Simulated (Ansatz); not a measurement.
A made-up structure of AlSiH3Cl (charge -1), singlet:

Si1  (-0.774, -0.038, -1.362)
Al2  (0.583, -0.113, 0.830)
Cl3  (0.836, 1.734, 2.434)
H4  (-0.742, -1.291, -1.925)
H5  (-1.492, 1.161, -1.509)
H6  (1.589, -1.453, 1.531)
(Å)

It is relaxed with PBE-D4/def2-SVPD and then PBE0-D4/def2-TZVPD (Ansatz 0.2.0). Atoms count as bonded within 1.22 times the sum of their covalent radii (H–H: 0.88 Å). The end point is not checked to be a true minimum.

**Question.** Does its bonding change? (A judgement: the text doesn't fix the answer.)

**Answer.** Computed: No: no bond forms or breaks.

Where it ends: The first stage lowers the energy by 1.56 eV in 11 steps. It ends as AlSiH₃Cl ([SiH2][AlH][Cl]), total charge -1:
Si1  (-0.233, 0.157, -1.502)
Al2  (0.520, -0.101, 0.741)
Cl3  (0.690, 1.525, 2.210)
H4  (-0.859, -1.235, -1.593)
H5  (-1.497, 0.968, -1.246)
H6  (1.380, -1.313, 1.390)
(Å)

Labels in which every atom is bracketed show which atoms are joined, not bond orders.

For scale, one of the runs: PBE0-D4/def2-TZVPD relaxation, 159 basis functions, launched by `ansatz run in.yaml --threads 2 --pin off --events-out ev --progress --plain --max-ram 4352MiB`. The run took about 22 s on 2 CPU threads of an Arm Neoverse V1 (shared host).
